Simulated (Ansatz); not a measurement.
**C₅H₁₂S: one species, many methods**

The task here is to estimate one member of a computed series from the others.

Method: functionals in def2-TZVPP, the program's frozen cores in correlated methods; program: Ansatz 0.2.0, Gaussian basis.

The runs, in order: PBE-D4, r2SCAN-D4, PBE0-D4, B3LYP-D4, ωB97X-V, ωB97M-V, B2PLYP; CCSD(T)/def2-TZVPP; MP2/def2-QZVPP; extrapolation to the limit.

## The geometry

All runs share one geometry, relaxed beforehand with PBE0-D4 in a triple-zeta def2 set.

SMILES `CC(C)C(C)S`, 18 atoms, charge 0, spin multiplicity 1.

Atoms are counted from 1 here; the program's logs count them from 0.

Bond lengths: C1–C2 1.520 Å, C1–H7 1.094 Å, C1–H8 1.092 Å, C1–H9 1.092 Å, C2–C3 1.524 Å, C2–C4 1.537 Å, C2–H10 1.096 Å, C3–H11 1.094 Å, C3–H12 1.093 Å, C3–H13 1.093 Å, C4–C5 1.519 Å, C4–S6 1.823 Å, C4–H14 1.096 Å, C5–H15 1.090 Å, C5–H16 1.093 Å, C5–H17 1.093 Å, S6–H18 1.343 Å. Angles: C2–C1–H7 111.6°, C2–C1–H8 110.3°, C2–C1–H9 111.6°, H7–C1–H8 107.3°, H7–C1–H9 108.4°, H8–C1–H9 107.5°, C1–C2–C3 110.8°, C1–C2–C4 113.5°, C1–C2–H10 107.7°, C3–C2–C4 110.9°, C3–C2–H10 107.8°, C4–C2–H10 105.8°, C2–C3–H11 111.5°, C2–C3–H12 110.5°, C2–C3–H13 111.7°, H11–C3–H12 107.7°, H11–C3–H13 108.0°, H12–C3–H13 107.3° and more.

Set-up of the first run:

File in.yaml:

```yaml
crystal:
  periodic: [false, false, false]
  atoms:
    - {symbol: C, position_ang: [-0.326482, 0.414913, 1.544586]}
    - {symbol: C, position_ang: [0.526784, -0.348405, 0.544386]}
    - {symbol: C, position_ang: [0.052103, -1.791183, 0.418254]}
    - {symbol: C, position_ang: [0.605110, 0.325787, -0.834178]}
    - {symbol: C, position_ang: [-0.730100, 0.516943, -1.531742]}
    - {symbol: S, position_ang: [1.555958, 1.880899, -0.801610]}
    - {symbol: H, position_ang: [-1.375415, 0.446227, 1.237100]}
    - {symbol: H, position_ang: [-0.288996, -0.070351, 2.522584]}
    - {symbol: H, position_ang: [0.025710, 1.440574, 1.673925]}
    - {symbol: H, position_ang: [1.553227, -0.365922, 0.927038]}
    - {symbol: H, position_ang: [0.647771, -2.347625, -0.310765]}
    - {symbol: H, position_ang: [0.135355, -2.305948, 1.378438]}
    - {symbol: H, position_ang: [-0.995418, -1.846651, 0.110205]}
    - {symbol: H, position_ang: [1.237200, -0.308637, -1.465901]}
    - {symbol: H, position_ang: [-0.582587, 0.922595, -2.533029]}
    - {symbol: H, position_ang: [-1.369146, 1.212326, -0.982462]}
    - {symbol: H, position_ang: [-1.265783, -0.431678, -1.622599]}
    - {symbol: H, position_ang: [0.594709, 2.656145, -0.274251]}
basis:
  gaussian: {orbitals: def2-TZVPP}
hamiltonian: {xc: pbe, dispersion: d4}
output: {forces: true, orbitals: {seedname: orbitals}}
```

Run with:

```
> ansatz run in.yaml --threads 2 --pin off --events-out ev --progress --plain --max-ram 32768MiB --backend cuda --devices 0, --max-vram 18GiB
```

Among the steps run: PBE-D4 (GGA); r2SCAN-D4 (meta-GGA); PBE0-D4 (hybrid); B3LYP-D4 (hybrid); ωB97X-V (range-separated); ωB97M-V (range-separated); B2PLYP (double hybrid); CCSD(T) in def2-TZVPP; MP2 in def2-QZVPP.

One of the session's tables, all rows but one given; the rest of the session is left out.

It belongs to the step «Atomisation energies». 

| method | atomisation energy (kJ/mol) |
| --- | --- |
| PBE-D4 | 7041.4 |
| r2SCAN-D4 | 6938.7 |
| PBE0-D4 | 6970.1 |
| B3LYP-D4 | 6923.4 |
| ωB97X-V | 6938.3 |
| ωB97M-V | 6948.7 |
| B2PLYP | ? |
| HF/def2-TZVPP | 5201.8 |
| MP2/def2-TZVPP | 6836.4 |
| CCSD/def2-TZVPP | 6693.0 |
| CCSD(T)/def2-TZVPP | 6778.2 |
| MP2/CBS | 6984.9 |
| CCSD(T)/CBS | 6926.7 |

Q: Estimate the row for B2PLYP from the others.

As computed: atomisation energy (kJ/mol): 6847.0. In the column «atomisation energy (kJ/mol)» it lies between MP2/def2-TZVPP (6836.4) and B3LYP-D4 (6923.4).
